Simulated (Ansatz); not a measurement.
C2H9N3, SMILES `CNC(N)N`, relaxed with RKS PBE0-D4/def2-TZVP in the Gaussian-basis code of Ansatz from a PBE-D4/def2-SVP geometry. The force threshold is 0.005 eV/Å; the program also tests the step.

Charge 0, multiplicity 1.

Start:

```xyz
14

C    -1.703   -0.081   -0.561
N    -0.340    0.376   -0.750
C     0.528    0.244    0.417
N     1.721    1.014    0.109
N     0.804   -1.148    0.763
H    -1.710   -1.171   -0.345
H    -2.258    0.421    0.276
H    -2.288    0.067   -1.492
H    -0.322    1.360   -1.042
H     0.072    0.695    1.341
H     2.396    0.882    0.873
H     2.154    0.601   -0.729
H     0.942   -1.682   -0.108
H     0.006   -1.578    1.247
```

```
        step  energy (eV)  largest force (eV/Å)  largest move (Å)
           1   -6685.5763                 0.701             0.000
           2   -6685.6282                 0.251             0.034
           3   -6685.6350                 0.058             0.020
4 (rejected)   -6685.6349                 0.078             0.039
           5   -6685.6360                 0.020             0.019
           6   -6685.6363                 0.046             0.032
           7   -6685.6364                 0.008             0.007
           8   -6685.6364                 0.004             0.002
```

End:

```xyz
14

C    -1.690   -0.092   -0.558
N    -0.334    0.368   -0.752
C     0.517    0.247    0.414
N     1.714    0.990    0.105
N     0.778   -1.130    0.780
H    -1.707   -1.177   -0.427
H    -2.194    0.359    0.314
H    -2.282    0.134   -1.446
H    -0.327    1.339   -1.039
H     0.059    0.711    1.306
H     2.383    0.868    0.855
H     2.128    0.605   -0.738
H     0.975   -1.672   -0.056
H    -0.020   -1.549    1.240
```

Run time 14 s (4 threads of an Intel Xeon 6975P-C on a shared host); peak host memory 0.54 GiB.
